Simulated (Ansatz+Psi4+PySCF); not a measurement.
**doublet ClF(+): levels of theory in one basis**

```xyz
2

F     0.0000    0.0000   -1.0848
Cl    0.0000    0.0000    0.5743
```

Basis set: cc-pVTZ on F; cc-pV(T+d)Z on Cl (spherical functions). Frozen core: 6 orbitals. Correlation on ROHF uses semicanonical orbitals with singles. Charge 1, multiplicity 2.

Computed with Ansatz (development build ahead of 0.2.0) and Psi4 1.11; each method stands on the lowest determinant of its kind that the runs found.

```
      method  E − E(ROHF) (eV)  <S²> of the determinant
        ROHF              0.00                     0.75
         UHF             -0.19                     0.79
     UHF-MP2            -11.53                     0.79
   ROHF-CCSD            -12.24                        –
    UHF-CCSD            -12.24                     0.79
ROHF-CCSD(T)            -12.76                        –
 UHF-CCSD(T)            -12.76                     0.79
```

(1) What does ROHF-MP2 give on the same scale?

Answers

(1) -11.64 eV.

Caution for ROHF-MP2, UHF-MP2, ROHF-CCSD, UHF-CCSD, ROHF-CCSD(T), UHF-CCSD(T): large amplitudes, a single reference is doubtful.
